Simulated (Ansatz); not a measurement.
in.yaml

```yaml
crystal:
  periodic: [false, false, false]
  atoms:
    - {symbol: Si, position_ang: [0.000000, 0.000000, 0.000000]}
    - {symbol: C, position_ang: [0.000000, 0.000000, 3.331000]}
basis:
  gaussian: {orbitals: cc-pVDZ}
total_charge: 1
magnetization: {spin_polarized: false, initial_magnetization: 1}
correlation: {method: sc_nevpt2, electrons: valence, active_space: {window: {electrons: 3, orbitals: 2}}}
accuracy: high
```

```sh
$ ansatz run in.yaml --threads 1 --pin off --events-out ev --progress --plain --max-ram 2393MiB
```

(1) Roughly how long does this take on 1 thread of AMD EPYC 7R43, shared host, and how much host memory?

```
589 factors; integrals over basis functions are off by at most 3.0e-9 eV
mean field evaluation 1: about -8870.1875 eV, gradient 2.4e1 eV
mean field evaluation 2: about -8870.1880 eV, gradient 2.4e1 eV
mean field evaluation 4: about -8873.1334 eV, gradient 1.8e1 eV
mean field evaluation 8: about -8876.0671 eV, gradient 1.0e-1 eV
mean field evaluation 16: about -8876.0659 eV, gradient 1.2e-8 eV
mean field evaluation 32: about -8876.0949 eV, gradient 2.1e-1 eV
mean field evaluation 64: about -8875.4429 eV, gradient 1.7e-6 eV
mean field evaluation 96: about -8876.0764 eV, gradient 4.3e-1 eV
mean field evaluation 128: about -8875.4769 eV, gradient 2.7e0 eV
mean field evaluation 160: about -8875.7677 eV, gradient 2.0e0 eV
mean field evaluation 192: about -8875.2882 eV, gradient 3.4e-1 eV
mean field evaluation 224: about -8873.1410 eV, gradient 3.4e0 eV
mean field evaluation 256: about -8875.2556 eV, gradient 2.3e-3 eV
mean field -8876.06586680 eV, -326.1894041912 hartree, gradient 4.9e-8 eV, S^2 0.750000; 21 other end points of the search recorded, 0 dependent functions left out
reference -8876.06586680 eV, -326.1894041912 hartree; 10, 9 occupied and 22, 23 virtual orbitals, 589 factors
state -8876.06586680 eV, -326.1894041912 hartree
state -8876.06586680 eV, -326.1894041912 hartree; corrected -8878.97406168 eV, -326.2962783821 hartree
state -8875.79089784 eV, -326.1792992683 hartree
state -8875.79089784 eV, -326.1792992683 hartree; corrected -8879.19182329 eV, -326.3042809734 hartree
state -8875.79089784 eV, -326.1792992683 hartree; corrected -8879.19182329 eV, -326.3042809734 hartree
WARN: 1 active orbitals are nearly empty or full. The corrections depend on them more than the energy does, and are more stable in an active space without them
WARN: the results are in doubt because another end's mean lies 0.275 eV lower, and its corrected mean 0.218 eV higher
Total energy: -8879.19182329 eV, -326.3042809734 hartree
In doubt: another end's mean lies 0.275 eV lower, and its corrected mean 0.218 eV higher
```

Natural occupations: 2.0000 1.0000.

Answers

(1) 3.1 s wall and 0.13 GiB.
